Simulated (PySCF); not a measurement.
**SF and its ions**

r²SCAN; basis S def2-SVPD, F def2-SVPD; no relativity; PySCF 2.14. Neutral (UKS): doublet (π ↑), Re = 1.636 Å, ωe = 825 cm⁻¹, De = 3.56 eV, HOMO -6.36 eV, LUMO -5.47 eV.

SF⁻ (UKS): singlet (closed shell), Re = 1.752 Å, ωe = 635 cm⁻¹, De = 2.49 eV to S + F⁻. The energies at the minima are -497.69391 hartree for SF and -497.78014 for SF⁻.

Q: Work out the adiabatic electron affinity, without and with harmonic zero-point energies (1 hartree = 27.2114 eV, 1 eV = 8065.5 cm⁻¹), and the change of the bond length.

A: At r²SCAN: 0.08623 hartree = 2.346 eV between the minima; the zero-point term (825.0 − 635.0)/2 cm⁻¹ = +0.012 eV makes it 2.358 eV. Re changes by +11.6 pm against the neutral. The electron enters a π orbital, and the longer bond of the ion fits an antibonding orbital, or a change in how ionic the bond is.

For an ion De counts to the pair picked by the measured ionisation energies or electron affinities, which need not be the lowest pair at this level. The highest Kohn–Sham level is positive in this anion. Much of that is self-interaction error, but it also means that the finite basis helps to hold the extra electron. States were picked by a PBE0 search and need not be the measured ground states.
